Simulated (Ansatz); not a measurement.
Geometry optimisation, RKS B3LYP-D4/6-31G* in Ansatz.

input.yaml

```yaml
crystal:
  periodic: [false, false, false]
  atoms:
    - { symbol: B, position_ang: [0.008999, 0.412817, -0.12905] }
    - { symbol: H, position_ang: [-0.760847, 0.556837, 0.771534] }
    - { symbol: H, position_ang: [1.160491, 0.674751, 0.03462] }
    - { symbol: H, position_ang: [-0.403202, 0.099654, -1.204006] }
    - { symbol: "N", position_ang: [-0.140412, -2.001051, 1.146534] }
    - { symbol: H, position_ang: [-0.58709, -2.67157, 0.536656] }
    - { symbol: Si, position_ang: [1.228922, -2.414912, 2.140394] }
    - { symbol: H, position_ang: [1.372015, -3.895737, 2.130734] }
    - { symbol: H, position_ang: [2.510274, -1.827265, 1.664708] }
    - { symbol: H, position_ang: [1.001214, -1.93595, 3.530567] }
    - { symbol: H, position_ang: [-0.764863, -1.212573, 1.384309] }
basis:
  gaussian: { orbitals: "6-31G*" }
hamiltonian:
  xc: b3lyp
  dispersion: d4
relax:
  f_tol: 0.03
  max_steps: 50
```

Run as:

```bash
$ ansatz run input.yaml --threads 1 --pin off --max-ram 2048MiB --backend cpu --events-out ev --progress --plain --runs-dir out
```

Question: Where does it end, and by what steps?

Answer: The run converged. After 11 steps the energy has fallen by 1.048 eV; H10 moved furthest, 0.99 Å. Joined: B1–N5 (2.73 → 1.69 Å).

```json
{"step": "0", "energy less start (eV)": "0.0000", "largest force component (eV/Å)": "1.018", "accepted": "yes"}
{"step": "1", "energy less start (eV)": "-0.1116", "largest force component (eV/Å)": "1.631", "accepted": "yes"}
{"step": "2", "energy less start (eV)": "-0.3699", "largest force component (eV/Å)": "1.786", "accepted": "yes"}
{"step": "3", "energy less start (eV)": "-0.6654", "largest force component (eV/Å)": "1.914", "accepted": "yes"}
{"step": "4", "energy less start (eV)": "-0.7710", "largest force component (eV/Å)": "2.006", "accepted": "yes"}
{"step": "5", "energy less start (eV)": "-0.9270", "largest force component (eV/Å)": "0.340", "accepted": "yes"}
{"step": "6", "energy less start (eV)": "-0.9321", "largest force component (eV/Å)": "0.491", "accepted": "yes"}
{"step": "7", "energy less start (eV)": "-0.9959", "largest force component (eV/Å)": "0.454", "accepted": "yes"}
{"step": "8", "energy less start (eV)": "-1.0225", "largest force component (eV/Å)": "0.314", "accepted": "yes"}
{"step": "9", "energy less start (eV)": "-1.0380", "largest force component (eV/Å)": "0.191", "accepted": "yes"}
{"step": "10", "energy less start (eV)": "-1.0481", "largest force component (eV/Å)": "0.033", "accepted": "yes"}
{"step": "11", "energy less start (eV)": "-1.0484", "largest force component (eV/Å)": "0.012", "accepted": "yes"}
```

```xyz
11
Properties=species:S:1:pos:R:3
B -0.003 -0.094 0.387
H -0.501 0.464 1.339
H 1.187 0.127 0.269
H -0.619 0.034 -0.647
N -0.095 -1.734 0.766
H 0.048 -2.265 -0.094
Si 1.178 -2.116 2.000
H 0.891 -3.457 2.579
H 2.465 -2.146 1.278
H 1.115 -1.083 3.049
H -1.042 -1.946 1.081
```

Whether the end is a true minimum wasn't checked by a vibrational analysis.

Time of the run: 56 s on 1 thread of Arm Neoverse N1, on a shared host, peak memory 0.14 GiB.
